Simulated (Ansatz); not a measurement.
Gas-phase electronic energies from Ansatz, PBE0-D4/def2-TZVP geometries. CBS: MP2 limit from def2 TZ/QZ plus the TZ coupled-cluster correction, frozen cores. This one scheme is used for every species. DFT in def2-TZVPP. Each species was taken in one conformer, which may not be the lowest.

Consider the hydrogenolysis of a C–C bond: `C=C(C)CCC` + H₂ → `C=C(C)C` + `CC`.

CCSD(T)/CBS gives -59.9 kJ/mol.

Problem. Another level gave -77.0 kJ/mol. Which?
A. HF/def2-TZVPP
B. revPBE/def2-TZVPP
C. MP2/def2-TZVPP
D. r2SCAN0-D4/def2-TZVPP

Solution. B. revPBE -77.0, HF/def2-TZVPP -87.8, r2SCAN0-D4 -65.8, MP2/def2-TZVPP -56.1 kJ/mol.

Largest T1 diagnostic among the species: 0.010.

Leaving LDA and LC-ωPBE aside and taking each functional with its dispersion term where it has one, the values, not all of them listed here, spread over 15.7 kJ/mol, from B2PLYP to revPBE-D4. LDA lies +13.9 kJ/mol from PBE without D4. The D4 term adds +13.3 kJ/mol with B3LYP and +7.7 kJ/mol with PBE0; it sums over pairs of atoms, weighted by their polarisabilities, and B3LYP, whose exchange is more repulsive, gets the larger term.

B3LYP here is the variant with VWN-RPA as its local correlation; programs differ in this.
